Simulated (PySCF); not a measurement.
Task: Write Cartesian coordinates for InChI=1S/BH5SSi/c1-2-3/h1H2,3H3 as optimised with PBE0-D3(BJ)/def2-SVP.

Result: 
```xyz
8
BH5SSi angstrom
B      1.8048    0.0778    0.3176
S      0.3940    0.1332    1.4007
Si    -1.1987   -0.1382   -0.0503
H      1.6806   -0.0788   -0.8732
H      2.8855    0.2035    0.8351
H     -1.1362    0.9372   -1.0802
H     -1.0699   -1.4732   -0.7007
H     -2.4862   -0.0573    0.6962
```

Any rigid rotation of these coordinates is as good. Atoms count from 1 in this order. Si3 (SiH3 silicon) is tetrahedral (angles from 107.0° to 110.1°). B1 (three-coordinate boron) is planar (angles 122.0°, 121.5° and 116.5°, sum 360.0°, 0.00 Å off the plane of its three neighbours).

Bonds between heavy atoms (Å): B1–S2 1.780, S2–Si3 2.172.

Method: PBE0-D3(BJ)/def2-SVP geometry optimisation, gas phase in PySCF 2.14.0.

Not checked by PBE0-D3(BJ)/def2-SVP frequencies. The numbers are those of one conformer (H–B1–S2–Si3 0° and 180°).
